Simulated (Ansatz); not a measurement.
Energy needed to pull apart CH2NO (SMILES N[C]=O), doublet, into free ground-state atoms, from the structure below (displaced at random from a GFN2-xTB minimum); no zero-point or spin–orbit terms; open-shell atoms are treated unrestricted, in their ground-state multiplicity.

N1  (-0.298, 0.301, -0.228)
C2  (0.769, -0.342, 0.070)
O3  (1.176, -1.055, 0.986)
H4  (-0.405, 0.887, -1.101)
H5  (-1.232, 0.198, 0.287)
(Å)

Program: Ansatz 0.2.0. Basis: def2-TZVPP. Cores are frozen in the correlated methods; orbitals are unrestricted.

```tsv
method	atomization energy (kcal/mol)
PBE-D4	492.0
r2SCAN-D4	?
PBE0-D4	467.1
BHLYP-D4	435.1
CAM-B3LYP-D4	467.5
wB97M-V	?
HF	285.9
MP2	457.6
CCSD	429.8
CCSD(T)	442.0
```

Q: What does wB97M-V give? (An estimate is asked for; the value comes from the calculation.)

A: By the calculation: 463.7 kcal/mol, which is about 21.7 kcal/mol more than CCSD(T)/def2-TZVPP.

Q: What does r2SCAN-D4 give? (An estimate is asked for; the value comes from the calculation.)

A: By the calculation: 466.6 kcal/mol, which is about 24.6 kcal/mol more than CCSD(T)/def2-TZVPP.

In triple zeta the MP2 and coupled-cluster atomization energies are still short of their basis limit by a few kcal/mol a bond, whereas those of the functionals are nearly converged, so these differences are not deviations from converged CCSD(T).

T1 diagnostic: at most 0.022. ⟨S²⟩ of the unrestricted Hartree–Fock references: 0.76 (a pure state has 0.75).

For scale, one of the runs: CCSD(T)/def2-TZVPP forces, 121 basis functions (an equivalent command: `ansatz run in.yaml --threads 4`). Time: 59 s of wall clock on 4 CPU threads; the host was shared. Peak host memory: 2.2 GiB.
